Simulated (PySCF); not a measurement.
**Static response to an electric field**

Species: chlorine oxoborane, BClO.
SMILES with atom numbers: `[O:1]=[B:2][Cl:3]`

Cartesian coordinates in Å at the PBE0-D3(BJ)/def2-SVP level; atoms count from 1:
```xyz
3
BClO angstrom
O     -1.3578    0.1082   -0.0136
B     -0.1534    0.1025   -0.0090
Cl     1.5342    0.0946   -0.0025
```

Level: CAM-B3LYP/def2-SVPD (PySCF), static field, nuclei fixed, core orbitals frozen in the response. The polarisability tensor in these axes (au):

```
x   39.43 -0.08  0.06
y   -0.08 23.13  0.00
z    0.06  0.00 23.13
```

Task: What are the eigenvalues, a third of the trace, and Δα (Δα² = ½Σ(αi − αj)² over the three pairs)?

Result: Principal values 23.13, 23.13 and 39.43 au; mean 28.57 au = 4.23 Å³ = 4.71 × 10⁻⁴⁰ C²·m²/J; Δα = 16.30 au (57 % of the mean).

Task: What is the dipole moment, and where does it point?

Result: (2.80, -0.01, 0.01) D, 2.80 D in size, pointing from the negative to the positive side. Measured along this direction, the outermost atoms are O1 at the negative end and Cl3 at the positive end.

Task: Orientational against electronic polarisability at 273 K (dilute gas, rigid molecules)?

Result: In Gaussian units μ²/3kT = 69.16 Å³ against 4.23 Å³, a ratio of 16.34; the Debye molar polarisation (4π/3)N_A(α + μ²/3kT) is 185.1 cm³/mol, leaving out the vibrational part.

Task: Sum over states: ᾱ = Σ f/ω², ω in Eh. What share falls to these 10 lowest TDDFT singlets (eV, f)? 8.05, 0.0018; 8.05, 0.0018; 8.13, 0.0000; 8.35, 0.0000; 8.35, 0.0000; 9.85, 0.1147; 9.85, 0.1148; 10.12, 0.0267; 10.18, 0.0000; 10.36, 0.0000.

Result: They add up to 1.99 au, 7.0 % of the 28.57 au; the largest single term is 0.88 au, from the state at 9.85 eV. Terms in order: 0.02, 0.02, 0.00, 0.00, 0.00, 0.88, 0.88, 0.19, 0.00, 0.00 au. Higher excitations give the rest. The strengths listed sum to 0.260.

Task: What are the principal values of the traceless quadrupole moment, Θ = ½Σq(3rr − r²1), about the centre of nuclear charge?

Result: -6.05, 3.03, 3.03 D·Å. The values depend on the origin, since the dipole doesn't vanish. The electronic extent ⟨r²⟩ about the same centre is 226 bohr², a root-mean-square distance of 1.45 Å for the 30 electrons.

Task: What molar refraction does this α imply?

Result: Lorentz–Lorenz: R = (4π/3)N_A α = 2.5225 cm³/(mol·Å³) × 4.23 Å³ = 10.7 cm³/mol, in the limit of long wavelengths.

Geometry: PBE0-D3(BJ)/def2-SVP; no solvent, vibrations or thermal averaging.

These values come from a run that also computed excited states and ΔSCF ions. On an Intel Xeon Platinum 8375C at 2.90 GHz with one thread (shared host), this took 5.9 s of wall time (with the writing of density and orbital grids) and 0.31 GiB of memory at its peak.
